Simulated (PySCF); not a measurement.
# Bond length, frequency and bond energy of NaC by level of theory

State: ⁴Σ⁻ (quartet), unpaired electrons σ ↑, π ↑↑. Set-up: Na aug-pcseg-1, C aug-pcseg-1; no relativity (PySCF 2.14). De refers to Na + C in their high-spin ground configurations, without counterpoise correction. The functionals are run spin-unrestricted. A positive dipole means Na(−)C(+).

```json
{"Level": "UHF", "Re (Å)": "2.266", "ωe (cm⁻¹)": "444", "De (eV)": "1.34", "μ (D)": "-8.76"}
{"Level": "UHF-MP2", "Re (Å)": "2.280", "ωe (cm⁻¹)": "425", "De (eV)": "1.93", "μ (D)": "n/a"}
{"Level": "UHF-SCS-MP2", "Re (Å)": "2.276", "ωe (cm⁻¹)": "429", "De (eV)": "1.69", "μ (D)": "n/a"}
{"Level": "UHF-CCSD", "Re (Å)": "2.284", "ωe (cm⁻¹)": "420", "De (eV)": "1.83", "μ (D)": "n/a"}
{"Level": "UHF-CCSD(T)", "Re (Å)": "2.288", "ωe (cm⁻¹)": "417", "De (eV)": "1.86", "μ (D)": "n/a"}
{"Level": "PBE", "Re (Å)": "2.276", "ωe (cm⁻¹)": "403", "De (eV)": "2.14", "μ (D)": "-7.17"}
{"Level": "r²SCAN", "Re (Å)": "2.263", "ωe (cm⁻¹)": "425", "De (eV)": "2.21", "μ (D)": "-7.82"}
{"Level": "TPSSh", "Re (Å)": "2.267", "ωe (cm⁻¹)": "418", "De (eV)": "2.13", "μ (D)": "-7.70"}
{"Level": "PBE0", "Re (Å)": "2.256", "ωe (cm⁻¹)": "426", "De (eV)": "2.03", "μ (D)": "-7.78"}
{"Level": "MN15", "Re (Å)": "2.272", "ωe (cm⁻¹)": "412", "De (eV)": "1.99", "μ (D)": "-8.07"}
{"Level": "B2PLYP", "Re (Å)": "2.262", "ωe (cm⁻¹)": "424", "De (eV)": "1.82", "μ (D)": "-8.17"}
```

Q: Which functional lies closest to UHF-CCSD(T) in De, which farthest, and by how much do they differ from it?

A: Closest is B2PLYP (-2.6 pm in Re, +1.7 % in ωe, -0.04 eV in De against UHF-CCSD(T) in the same basis), farthest r²SCAN (-2.5 pm in Re, +1.9 % in ωe, +0.35 eV in De). CCSD(T) converges more slowly with the basis than the functionals do and binds too weakly in this one, so the order can change at the basis-set limit.

Q: What does a quarter of exact exchange do here, going from PBE to PBE0?

A: PBE0 less PBE: -2.0 pm in Re, +5.7 % in ωe, -0.11 eV in De. Exact exchange removes part of the self-interaction that spreads semilocal densities, and in most molecules shortens and stiffens the bond and lowers De; so it does here.

Q: What does second-order correlation do here, going from UHF to UHF-MP2?

A: UHF-MP2 less UHF: +1.4 pm in Re, -4.3 % in ωe, +0.59 eV in De. Correlation nearly always deepens the well. The bond lengthens, as in strong covalent bonds, where excitations into antibonding orbitals dominate.

Correlated steps freeze 2 core orbitals. Correlated levels converge slowly with the basis: in double zeta they bind strong bonds too weakly, by up to about 1 eV, and carry superposition errors of some tenths. B2PLYP dipoles, levels and charges come from its SCF part alone. The state was picked by a PBE0 search and need not be the measured ground state.
